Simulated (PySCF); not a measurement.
The group X on NC-X is varied. All species are isolated molecules in the gas phase. One relaxed conformer stands for each flexible species; it need not be the lowest. Strings in code marks are SMILES.

These are B3LYP-D3(BJ)/def2-TZVP (PySCF) values and carry that method's errors. B3LYP has the VWN-RPA correlation part, as in Gaussian. Excitations are Tamm–Dancoff values on a coarser integration grid. The basis has no diffuse functions, so Rydberg states are missing or too high.

```csv
species,S1–T1 gap (TDA) (eV),HOMO–LUMO gap (eV),LUMO (eV),T1 excitation (TDA) (eV)
X = ethyl,1.29,9.26,–,6.44
X = vinyl (`C=CC#N`),(withheld),6.29,-1.94,3.77
X = isocyano,–,7.64,(withheld),–
X = thioformyl (`N#CC=S`),0.57,(withheld),-4.11,1.38
```

Q: What belongs in the gaps?

A: 
- X = vinyl (`C=CC#N`), S1–T1 gap (TDA) (eV): 2.36
- X = isocyano, LUMO (eV): -2.48
- X = thioformyl (`N#CC=S`), HOMO–LUMO gap (eV): 3.32
